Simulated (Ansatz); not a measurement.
What does this script print? It uses Ansatz 0.2.0, Python API.

`c4h8o.py`
```python
# -*- coding: utf-8 -*-
"""Conformer energies of C4H8O."""

import ansatz as az
from rdkit import Chem
from rdkit.Chem import AllChem


def main():
    rd = Chem.AddHs(Chem.MolFromSmiles("C=C(C)CO"))
    ids = list(AllChem.EmbedMultipleConfs(rd, numConfs=20, randomSeed=591, pruneRmsThresh=0.4))
    field = [energy for _, energy in AllChem.MMFFOptimizeMoleculeConfs(rd)]
    distinct = {round(e, 2): i for i, e in zip(ids, field)}
    chosen = sorted(distinct.items())[:4]
    found = []
    for force_field, index in chosen:
        molecule = az.Crystal.molecule()
        for atom, xyz in zip(rd.GetAtoms(), rd.GetConformer(index).GetPositions()):
            molecule = molecule.atom(atom.GetSymbol(), xyz.round(5).tolist())
        job = (
            molecule.calculation()
            .basis(gaussian="6-31G*")  # atom-centred Gaussian functions
            .correlation("mp2")  # correlation on top of the mean field
        )
        found.append(job.run(threads=1, pin="off").report["free_energy_ev"])
    print("conformer   MMFF (kcal/mol)   this level (kJ/mol)")
    for (force_field, index), e in zip(chosen, found):
        print(f"{index:9d} {force_field - chosen[0][0]:17.2f} {96.485332 * (e - min(found)):17.3f}")


if __name__ == "__main__":
    main()
```

Output of `python c4h8o.py`:
```text
conformer   MMFF (kcal/mol)   this level (kJ/mol)
        1              0.00             0.000
        2              1.96             7.095
```

Notes:
- These settings explore the input space; basis and method may be short of convergence.
- The conformers keep their force-field geometries.
- The whole script took 2.7 s on 1 thread of Arm Neoverse V2, with other jobs on the host, peak memory 0.28 GiB.
